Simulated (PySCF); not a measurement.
Stepwise substitution at one centre (Al Cl-CH3). Isolated molecules, 0 K electronic values unless said otherwise. Strings in code marks are SMILES.

The numbers are results of PBE-D3(BJ)/def2-TZVP // B3LYP-D3(BJ)/def2-TZVP in PySCF, not measurements. Excitations are Tamm–Dancoff values on a coarser integration grid. The basis has no diffuse functions, so Rydberg states are missing or too high.

| species | S1 excitation (TDA) (eV) | S1 oscillator strength | brightest of the four lowest singlets (TDA) (eV) | S1–T1 gap (TDA) (eV) | dipole moment (D) |
|---|---|---|---|---|---|
| 0 of 3 Cl replaced by CH3 | 5.90 | 0.000 | – | 0.24 | 0.00 |
| 1 of 3 Cl replaced by CH3 (`[CH3][Al]([Cl])[Cl]`) | 5.97 | 0.006 | 6.61 | 0.32 | 1.99 |
| 2 of 3 Cl replaced by CH3 (`[CH3][Al]([CH3])[Cl]`) | 5.27 | 0.000 | 6.25 | 0.25 | 2.02 |
| 3 of 3 Cl replaced by CH3 (`[CH3][Al]([CH3])[CH3]`) | 5.18 | 0.000 | 6.10 | 0.28 | 0.00 |
